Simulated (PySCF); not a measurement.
Species: cyclopropylmethanol, C4H8O.
Atom-mapped SMILES: `[OH:1][CH2:2][CH:3]1[CH2:4][CH2:5]1` (hydrogens: H6 on O1; H7, H8 on C2; H9 on C3; H10, H11 on C4; H12, H13 on C5)

Geometry (GFN2-xTB, Å), atoms numbered from 1 in this order:
```
atom  x, y, z in Å
O1     2.074   -0.809   -0.619
C2     1.307    0.257   -0.105
C3    -0.147    0.170   -0.510
C4    -1.089   -0.669    0.303
C5    -1.197    0.825    0.333
H6     1.659   -1.637   -0.353
H7     1.386    0.292    0.992
H8     1.764    1.164   -0.513
H9    -0.291    0.175   -1.584
H10   -0.705   -1.164    1.183
H11   -1.855   -1.231   -0.209
H12   -0.878    1.338    1.227
H13   -2.035    1.292   -0.161
```

Computed with TDDFT CAM-B3LYP/def2-SVPD, vertical, gas phase, core orbitals frozen in the response (PySCF 2.14.0, density-fitted response routines).

Ground-to-excited transition dipoles (e·a0, same axes as the geometry; the sign carries no meaning), for the states with f of 0.002 or more among the lowest 7:

| state | E (hartree) | μx | μy | μz |
| --- | --- | --- | --- | --- |
| S1 | 0.2614 | -0.221 | -0.002 | -0.085 |
| S2 | 0.2990 | 0.021 | -0.055 | -0.162 |
| S3 | 0.3012 | -0.192 | 0.097 | 0.025 |
| S4 | 0.3066 | 0.044 | 0.150 | 0.321 |
| S5 | 0.3095 | -0.133 | -0.077 | 0.268 |
| S6 | 0.3134 | -0.002 | -0.386 | 0.040 |
| S7 | 0.3161 | 0.370 | -0.105 | -0.178 |

Problem. Work out the oscillator strengths.

Solution. f = (2/3) ΔE |μ|² with ΔE in hartree (27.2114 eV).

```
state  |μ|² (au)  |μ| (D)      f
   S1      0.056     0.60  0.010
   S2      0.030     0.44  0.006
   S3      0.047     0.55  0.009
   S4      0.128     0.91  0.026
   S5      0.095     0.79  0.020
   S6      0.151     0.99  0.031
   S7      0.180     1.08  0.038
```

Problem. Which bond between heavy atoms lies closest to the direction of the S7 transition dipole?

Solution. C3–C5, at 17° from it; next O1–C2 at 35°.

Problem. What angle do the transition dipoles of S5 and S6 make?

Solution. |cos θ| = |μa·μb| / (|μa| |μb|) = 0.34, so θ ≈ 70° (taken between 0 and 90°, since the signs are arbitrary).

Problem. How is the summed strength of these states shared among x, y and z?

Solution. (2/3) Σ ΔE μα² gives 0.049 for x, 0.042 for y and 0.050 for z, 0.140 in all.

Problem. What peak molar absorption coefficient would the strongest computed level give as a lone Gaussian band 0.3 eV wide at half height?

Solution. ε(max) = 2.175×10⁸ f / FWHM, with the width in cm⁻¹. S7: 2.175×10⁸ × 0.0379 / 2420 ≈ 3400 L mol⁻¹ cm⁻¹.

One conformer stands for the species.

Without π bonds the low states may be Rydberg-like; a valence basis with one diffuse set may place them up to an eV too high.
